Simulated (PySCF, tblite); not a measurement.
**C5H4O: geometry, infrared bands, NMR shifts and spin-spin couplings**

What infrared bands, NMR shifts and spin-spin couplings should C5H4O (`C=Cc1cc1=O`) show?

Programs: tblite 0.8.0 and PySCF 2.14.0, with density-fitted response routines of our own. Each step states its level of theory. These are calculated values for one molecule in the gas phase, unless marked as measured. Atoms count from 0, in the outputs and in this text.

### Step 1. Starting geometry

10 atoms, charge 0, multiplicity 1; geometry from: force field or distance geometry start.

Bonds of the start (Å): C0–C1 1.32, C1–C2 1.41, C2–C3 1.30, C3–C4 1.41, C4–O5 1.17, C4–C2 1.41, C0–H6 1.09, C0–H7 1.09, C1–H8 1.09, C3–H9 1.06.

### Step 2. Geometry optimisation with GFN2-xTB

What the job is given:

```
{"job": {"kind": "relax", "xc": "GFN2-xTB", "basis": "xTB"}, "charge": 0, "multiplicity": 1}
C     -1.751500     0.408600    -0.282000
C     -0.855500    -0.535200    -0.049600
C      0.519700    -0.288600     0.104400
C      1.749000    -0.672300     0.303000
C      1.513100     0.705800     0.106800
O      1.885100     1.808200     0.000400
H     -1.488100     1.462300    -0.387500
H     -2.805400     0.164600    -0.378500
H     -1.169600    -1.576200     0.055400
H      2.412100    -1.472600     0.505200
```

The run is started by

```bash
$ OMP_NUM_THREADS=1 python probes_run.py task.json out
```

The driver reads the jobs from task.json and runs them one after another.

**Question.** This job is followed by: GFN2-xTB harmonic vibrations, gas phase; GIAO PBE0/pcSseg-1 NMR shielding, non-relativistic, gas phase; B3LYP/pcJ-1 indirect spin-spin coupling, non-relativistic, gas phase. Predict these results of the whole session: strongest single infrared mode (GFN2-xTB); zero-point energy (GFN2-xTB); ¹³C shifts against TMS (PBE0/pcSseg-1); ¹H shifts against TMS (PBE0/pcSseg-1); ¹⁷O shifts against H2O (PBE0/pcSseg-1); surface potential, 1st and 99th percentile; largest coupling of the table (B3LYP/pcJ-1).

The runs gave:

```
                                   quantity                                  value
  strongest single infrared mode (GFN2-xTB)                  2065 cm⁻¹, 803 km/mol
               zero-point energy (GFN2-xTB)                          43.6 kcal/mol
     ¹³C shifts against TMS (PBE0/pcSseg-1)  172.8, 155.2, 151.8, 147.9, 127.2 ppm
      ¹H shifts against TMS (PBE0/pcSseg-1)             8.66, 6.82, 6.68, 6.63 ppm
     ¹⁷O shifts against H2O (PBE0/pcSseg-1)                              329.3 ppm
      surface potential, 1st and 99th percentile                     -1.97 V and 1.39 V
largest coupling of the table (B3LYP/pcJ-1)                ¹J(C,H) C3–H9, 215.8 Hz
```

What this shows: Relaxing lowered the energy by 0.215 eV in 33 steps; the close pair that moved most is C2–C3, from 1.303 to 1.361 Å. No mode is imaginary among the 24: a minimum at this level. The strongest single mode, at 2065 cm⁻¹, moves mainly C4. Unscaled tight-binding wavenumbers are off by several per cent, some by more. Its intensities can rank the bands wrongly. At PBE0/pcSseg-1: The largest span, 711 ppm, is at O5, where the paramagnetic term is -391 ppm. By nearest atom (PBE0/pcSseg-1), the HOMO sits on O5 56 %; C2, C3 about 13 % each and the LUMO on C0 26 %; C2, C3 about 19 % each. Of the pairs tabulated at B3LYP/pcJ-1, C3–H9 couples most strongly (215.8 Hz; Fermi contact 216.9 Hz). Couplings across rotatable bonds belong to this one conformer; where others are populated, the observed values are averages.
